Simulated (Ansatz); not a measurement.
C$_{4}$H$_{5}$FO (`CC1O/C1=C/F`) at its PBE0-D4/def2-TZVP geometry, where that method's forces vanish. The species carries charge 0 and has multiplicity 1.

```xyz
11

C    -1.3914    0.8452    0.1481
C    -0.4778   -0.0245   -0.6493
O     0.7407    0.6082   -1.1725
C     0.8454   -0.3484   -0.2223
C     1.7875   -0.9446    0.4699
F     1.4782   -1.8895    1.3747
H    -1.9970    1.4715   -0.5106
H    -0.8216    1.4825    0.8245
H    -2.0666    0.2231    0.7407
H    -0.9426   -0.6829   -1.3807
H     2.8453   -0.7407    0.3775
```

Task: What forces (eV/Å) does PBE-D4/def2-TZVPP give on these atoms in Ansatz 0.2.0? (Best estimate.)

Result: Computed: 
```
C1  -0.019  0.003 -0.013
C2  -0.517 -0.163  0.145
O3   0.431  0.700 -0.669
C4  -0.112 -0.154  0.111
C5   0.409  0.088 -0.040
F6  -0.140 -0.525  0.503
H7  -0.140  0.131 -0.119
H8   0.103  0.130  0.145
H9  -0.146 -0.110  0.124
H10 -0.133 -0.150 -0.168
H11  0.263  0.050 -0.019
```
